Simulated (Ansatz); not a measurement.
Species: PH$_{4}$, charge 1, singlet. PH4+ (SMILES [PH4+]).
B3LYP-D3(BJ)/def2-TZVP minimum from Ansatz (a program for electronic structure):
```xyz
5

P      0.0000     0.0000     0.0000
H      0.0115     1.3163    -0.4706
H      1.1354    -0.6707    -0.4639
H     -1.1473    -0.6505    -0.4634
H      0.0003     0.0049     1.3979
```
Charge +1, spin multiplicity 1.

Total energies in cc-pV(T+d)Z, 8 correlated electrons, 5 frozen orbitals. UHF or UKS for unpaired electrons; spin-orbit terms are left out. Correlated methods leave the cores frozen. No relativity.

```json
[
 {"method": "HF", "program": "Ansatz", "energy (Eh)": "-342.80994", "minus CCSDT(Q) (mEh)": "194.96"},
 {"method": "MP2", "program": "Ansatz", "energy (Eh)": "-342.96953", "minus CCSDT(Q) (mEh)": "35.37"},
 {"method": "CCSD", "program": "Ansatz", "energy (Eh)": "-342.99904", "minus CCSDT(Q) (mEh)": "5.86"},
 {"method": "CCSD(T)", "program": "Ansatz", "energy (Eh)": "-343.00399", "minus CCSDT(Q) (mEh)": "0.90"},
 {"method": "CCSDT(Q)", "program": "Ansatz", "energy (Eh)": "-343.00490", "minus CCSDT(Q) (mEh)": "0.00"}
]
```

Rough core times of Ansatz's runs on a shared machine: CCSD(T) under 20 s, CCSDT(Q) 2 min.
